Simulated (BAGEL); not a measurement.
**BH2O (SMILES B[O]): NEVPT2(11,10)/6-31G(d) (density fitting with cc-pvqz-jkfit, spherical functions)**

What is the energy change on altering one bond length of BH2O at NEVPT2(11,10)/6-31G* (density fitting with cc-pvqz-jkfit, spherical functions)? 

The results are computed with BAGEL 1.2.2.

3 further runs of the same task are left out: 3 set aside as unsound or not needed.

## Step 1: The system as given

The species is BH2O (4 atoms), meant as a doublet with charge 0. SMILES: `B[O]`. The coordinates come from a PBE0-D4/def2-TZVP relaxation.

Bond lengths: B1–O2 1.281 Å, B1–H3 1.211 Å, B1–H4 1.211 Å. Angles: O2–B1–H3 119.9°, O2–B1–H4 119.9°, H3–B1–H4 120.2°.

## Step 2: A single-point energy at NEVPT2(11,10)/6-31G(d) (density fitting with cc-pvqz-jkfit, spherical functions)

The input, nevpt2.json:

```json
{ "bagel" : [

{
  "title" : "molecule",
  "basis" : "6-31gs.json",
  "df_basis" : "cc-pvqz-jkfit",
  "angstrom" : true,
  "geometry" : [
    { "atom" : "B", "xyz" : [   -0.001100,   -0.010300,   -0.015100 ] },
    { "atom" : "O", "xyz" : [    1.025300,   -0.340800,    0.676900 ] },
    { "atom" : "H", "xyz" : [   -1.052600,   -0.587700,    0.151600 ] },
    { "atom" : "H", "xyz" : [    0.083900,    0.878500,   -0.833600 ] }
  ]
},
{
  "title" : "hf",
  "charge" : 1
},
{
  "title" : "casscf",
  "nstate" : 1,
  "nact" : 10,
  "nclosed" : 2,
  "nspin" : 1,
  "maxiter" : 200,
  "natocc" : true
},
{
  "title" : "nevpt2",
  "nstate" : 1,
  "nact" : 10,
  "nclosed" : 2,
  "nspin" : 1,
  "maxiter" : 200,
  "natocc" : true,
  "ncore" : 2
}

]}
```

The basis set 6-31G* is read from a file made from the Basis Set Exchange's data (not shown).

The run is started by

```bash
$ BAGEL_NUM_THREADS=1 BAGEL nevpt2.json > nevpt2.out
```

The program printed:

```text
* using 1 threads per process

  ===============================================================
  ===============================================================

  *** Geometry ***

  { "atom" : "B", "xyz" : [     -0.002079,     -0.019464,     -0.028535 ] },
  { "atom" : "O", "xyz" : [      1.937536,     -0.644019,      1.279156 ] },
  { "atom" : "H", "xyz" : [     -1.989126,     -1.110592,      0.286482 ] },
  { "atom" : "H", "xyz" : [      0.158548,      1.660124,     -1.575276 ] },

  Number of auxiliary basis functions:      314

  Since a DF basis is specified, we compute 2- and 3-index integrals:
    o Being stored without compression. Storage requirement is 0.003 GB

  Number of basis functions:       32
  Number of electrons      :       15

    * METHOD: MOLECULE                             0.05

  *** RHF ***

  === Nuclear Repulsion ===
    25.0661859151

      * DIIS with orbital gradients will be used.

  === RHF iteration (6-31gs.json) ===
      0        -99.89504948          0.06353798           0.00
      1        -99.78729498          0.08580692           0.00
      2       -100.20295725          0.00930344           0.00
      3       -100.21899235          0.00433083           0.00
      4       -100.22446502          0.00143334           0.00
      5       -100.22488907          0.00023005           0.00
      6       -100.22489273          0.00001850           0.00
      7       -100.22489276          0.00000138           0.00
      8       -100.22489276          0.00000020           0.00
      9       -100.22489276          0.00000004           0.00
     10       -100.22489276          0.00000002           0.00
     11       -100.22489276          0.00000001           0.00
     12       -100.22489276          0.00000000           0.00
    * SCF iteration converged.

    * Permanent dipole moment:
           (    0.914627,    -0.294636,     0.616764) a.u.

    * METHOD: HF                                   0.08

  ---------------------------
      CASSCF calculation
  ---------------------------

    * nstate   :      1
    * nclosed  :      2
    * nact     :     10
    * nvirt    :     20
  === CASSCF iteration (6-31gs.json) ===

    * Using the second-order algorithm

      0  0      -100.71106747     2.88e-02      0.90

      1  0      -100.76325995     4.37e-03      1.02

      2  0      -100.78887900     2.16e-03      1.00

      3  0      -100.79380571     1.01e-03      0.97

      4  0      -100.79436461     5.58e-04      0.97

      5  0      -100.79445880     2.85e-04      0.96

      6  0      -100.79447982     1.43e-04      0.96

      7  0      -100.79448514     7.23e-05      0.96

      8  0      -100.79448659     3.73e-05      0.95

      9  0      -100.79448701     1.96e-05      0.95

     10  0      -100.79448713     1.05e-05      0.96

     11  0      -100.79448717     5.75e-06      0.98

     12  0      -100.79448718     3.18e-06      0.99

     13  0      -100.79448718     1.78e-06      0.97

     14  0      -100.79448718     9.99e-07      1.01

     15  0      -100.79448718     5.64e-07      1.01

     16  0      -100.79448718     3.19e-07      0.91

     17  0      -100.79448718     1.81e-07      0.93

     18  0      -100.79448718     1.03e-07      0.94

     19  0      -100.79448718     5.83e-08      0.96

     20  0      -100.79448718     3.31e-08      0.95

     21  0      -100.79448718     1.88e-08      0.97

     22  0      -100.79448718     1.07e-08      0.96

     23  0      -100.79448718     6.06e-09      0.98

    * Second-order optimization converged. *

     guess   0:   closed 11111.....           open .....1....

  === FCI iteration ===

      0  0      -100.67884009     2.21e-03      0.04
      1  0      -100.77565416     9.06e-04      0.04
      2  0      -100.79178884     3.35e-04      0.04
      3  0      -100.79397724     1.32e-04      0.04
      4  0      -100.79432917     6.84e-05      0.04
      5  0      -100.79444778     3.81e-05      0.04
      6  0      -100.79447971     1.94e-05      0.04
      7  0      -100.79448643     6.67e-06      0.04
      8  0      -100.79448709     2.33e-06      0.04
      9  0      -100.79448717     8.05e-07      0.04
     10  0      -100.79448718     2.83e-07      0.04
     11  0      -100.79448718     1.02e-07      0.05
     12  0      -100.79448718     3.14e-08      0.05
     13  0      -100.79448718     1.05e-08      0.04
     14  0      -100.79448718     3.23e-09      0.04
     15  0      -100.79448718     9.83e-10      0.05
     16  0      -100.79448718     3.38e-10      0.05
     17  0      -100.79448718     1.23e-10      0.04
     18  0 *    -100.79448718     6.59e-11      0.04

     * ci vector, state   0, <S^2> = 0.7500
       22222a....     0.9698202959
       2222.a2...     0.0893992850
       222a2b..a.     0.0660468093
       222ab2a...    -0.0552097128

    * METHOD: CASSCF                              24.10

    * freezing 2 orbitals

  === DF-NEVPT2 calculation ===

    * 3-index integral transformation done
    * assembly done

      NEVPT2 correlation energy:   -0.1255340727      0.04

          (+0)      0.0000000000
          (+0)'     0.0000000000
          (+1)      0.0000000000
          (+1)'     0.0000000000
          (+2)      0.0000000000
          (-1)      0.0000000000
          (-1)'    -0.0644505921
          (-2)     -0.0610834807

      NEVPT2 total energy:       -100.9200212571

    * METHOD: NEVPT2                             126.40

  ===============================================================
```

Run time: 2.5 min. Hardware: 1 thread of Arm Neoverse V2, shared host; peak memory 4.6 GiB.

## Step 3: The distorted shape, same level

The input, input.json:

```json
{ "bagel" : [

{
  "title" : "molecule",
  "basis" : "6-31gs.json",
  "df_basis" : "cc-pvqz-jkfit",
  "angstrom" : true,
  "geometry" : [
    { "atom" : "B", "xyz" : [    0.524656,    0.278404,   -0.098451 ] },
    { "atom" : "O", "xyz" : [    1.551056,   -0.052096,    0.593549 ] },
    { "atom" : "H", "xyz" : [   -1.052600,   -0.587700,    0.151600 ] },
    { "atom" : "H", "xyz" : [    0.609656,    1.167204,   -0.916951 ] }
  ]
},
{
  "title" : "hf",
  "charge" : 1
},
{
  "title" : "casscf",
  "nstate" : 1,
  "nact" : 10,
  "nclosed" : 2,
  "nspin" : 1,
  "maxiter" : 200,
  "natocc" : true
},
{
  "title" : "nevpt2",
  "nstate" : 1,
  "nact" : 10,
  "nclosed" : 2,
  "nspin" : 1,
  "maxiter" : 200,
  "natocc" : true,
  "ncore" : 2
}

]}
```

The basis set 6-31G* is read from a file made from the Basis Set Exchange's data (not shown).

The run is started by

```bash
$ BAGEL_NUM_THREADS=1 BAGEL input.json > input.out
```

The program printed:

```text
* using 1 threads per process

  ===============================================================
  ===============================================================

  *** Geometry ***

  { "atom" : "B", "xyz" : [      0.991456,      0.526107,     -0.186045 ] },
  { "atom" : "O", "xyz" : [      2.931071,     -0.098447,      1.121645 ] },
  { "atom" : "H", "xyz" : [     -1.989126,     -1.110592,      0.286482 ] },
  { "atom" : "H", "xyz" : [      1.152083,      2.205696,     -1.732786 ] },

  Number of auxiliary basis functions:      314

  Since a DF basis is specified, we compute 2- and 3-index integrals:
    o Being stored without compression. Storage requirement is 0.003 GB

  Number of basis functions:       32
  Number of electrons      :       15

    * METHOD: MOLECULE                             0.05

  *** RHF ***

  === Nuclear Repulsion ===
    23.8950638882

      * DIIS with orbital gradients will be used.

  === RHF iteration (6-31gs.json) ===
      0        -99.80598342          0.06413374           0.00
      1        -99.44594266          0.10786546           0.00
      2       -100.15182904          0.00981171           0.00
      3       -100.16490988          0.00492639           0.00
      4       -100.16958555          0.00269518           0.00
      5       -100.17143390          0.00074681           0.00
      6       -100.17151221          0.00011620           0.00
      7       -100.17151489          0.00004758           0.00
      8       -100.17151562          0.00002346           0.00
      9       -100.17151584          0.00001235           0.00
     10       -100.17151590          0.00000408           0.00
     11       -100.17151591          0.00000099           0.00
     12       -100.17151591          0.00000036           0.00
     13       -100.17151591          0.00000011           0.00
     14       -100.17151591          0.00000002           0.00
     15       -100.17151591          0.00000001           0.00
    * SCF iteration converged.

    * Permanent dipole moment:
           (    1.928276,     0.041955,     0.666394) a.u.

    * METHOD: HF                                   0.08

  ---------------------------
      CASSCF calculation
  ---------------------------

    * nstate   :      1
    * nclosed  :      2
    * nact     :     10
    * nvirt    :     20
  === CASSCF iteration (6-31gs.json) ===

    * Using the second-order algorithm

      0  0      -100.67565891     2.21e-02      1.16

      1  0      -100.72563432     4.46e-03      1.37

      2  0      -100.74955860     2.36e-03      1.37

      3  0      -100.75381370     9.62e-04      1.33

      4  0      -100.75426000     4.38e-04      1.33

      5  0      -100.75432575     1.98e-04      1.31

      6  0      -100.75433794     9.00e-05      1.27

      7  0      -100.75434045     4.16e-05      1.28

      8  0      -100.75434101     1.98e-05      1.29

      9  0      -100.75434115     9.79e-06      1.27

     10  0      -100.75434118     4.99e-06      1.27

     11  0      -100.75434119     2.61e-06      1.27

     12  0      -100.75434119     1.39e-06      1.29

     13  0      -100.75434119     7.51e-07      1.30

     14  0      -100.75434119     4.08e-07      1.30

     15  0      -100.75434119     2.23e-07      1.29

     16  0      -100.75434119     1.22e-07      1.28

     17  0      -100.75434119     6.70e-08      1.28

     18  0      -100.75434119     3.68e-08      1.29

     19  0      -100.75434119     2.02e-08      1.30

     20  0      -100.75434119     1.11e-08      1.29

     21  0      -100.75434119     6.11e-09      1.30

    * Second-order optimization converged. *

     guess   0:   closed 11111.....           open .....1....

  === FCI iteration ===

      0  0      -100.58875303     2.48e-03      0.04
      1  0      -100.72485506     1.15e-03      0.04
      2  0      -100.74778621     5.44e-04      0.04
      3  0      -100.75323783     2.26e-04      0.04
      4  0      -100.75416791     9.28e-05      0.05
      5  0      -100.75429859     3.80e-05      0.05
      6  0      -100.75432449     2.05e-05      0.05
      7  0      -100.75433432     1.29e-05      0.05
      8  0      -100.75433847     8.76e-06      0.05
      9  0      -100.75434032     5.39e-06      0.05
     10  0      -100.75434094     2.87e-06      0.05
     11  0      -100.75434112     1.54e-06      0.04
     12  0      -100.75434117     8.57e-07      0.05
     13  0      -100.75434119     5.07e-07      0.05
     14  0      -100.75434119     2.46e-07      0.05
     15  0      -100.75434119     1.07e-07      0.05
     16  0      -100.75434119     5.07e-08      0.05
     17  0      -100.75434119     2.18e-08      0.05
     18  0      -100.75434119     9.72e-09      0.05
     19  0      -100.75434119     4.37e-09      0.05
    ** throwing out 1 trial vectors **
     20  0      -100.75434119     1.91e-09      0.05
    ** throwing out 1 trial vectors **
     21  0      -100.75434119     8.27e-10      0.05
    ** throwing out 1 trial vectors **
     22  0      -100.75434119     3.74e-10      0.05
    ** throwing out 1 trial vectors **
     23  0      -100.75434119     2.09e-10      0.05
    ** throwing out 1 trial vectors **
     24  0      -100.75434119     1.36e-10      0.05
    ** throwing out 1 trial vectors **
     25  0 *    -100.75434119     8.57e-11      0.04

     * ci vector, state   0, <S^2> = 0.7500
       22222a....    -0.9431943843
       2222aba...     0.1581271702
       2222.a2...    -0.0942231737
       222.2a.2..    -0.0933851634
       2222aab...     0.0813118423
       2222baa...     0.0768153280
       222ba2.a..     0.0584071220

    * METHOD: CASSCF                              29.72

    * freezing 2 orbitals

  === DF-NEVPT2 calculation ===

    * 3-index integral transformation done
    * assembly done

      NEVPT2 correlation energy:   -0.1202941809      0.04

          (+0)      0.0000000000
          (+0)'     0.0000000000
          (+1)      0.0000000000
          (+1)'     0.0000000000
          (+2)      0.0000000000
          (-1)      0.0000000000
          (-1)'    -0.0596687932
          (-2)     -0.0606253877

      NEVPT2 total energy:       -100.8746353723

    * METHOD: NEVPT2                             125.74

  ===============================================================
```

Wall time 2.6 min (1 thread of Arm Neoverse V2, shared host); peak memory 4.6 GiB.

## Step 4: Summary of results

At NEVPT2(11,10)/6-31G* (density fitting with cc-pvqz-jkfit, spherical functions), 2 core orbitals frozen:

```
                                                         quantity          value
                                        first shape: total energy  -100.92002 Eh
                                    distorted shape: total energy  -100.87464 Eh
energy change with the B1–H3 bond stretched from 1.211 to 1.817 Å       1.235 eV
```

With the B1–H3 bond stretched from 1.211 to 1.817 Å the energy rises by 1.24 eV (28 kcal/mol). The first shape isn't relaxed at this level, so the change isn't measured from a minimum.
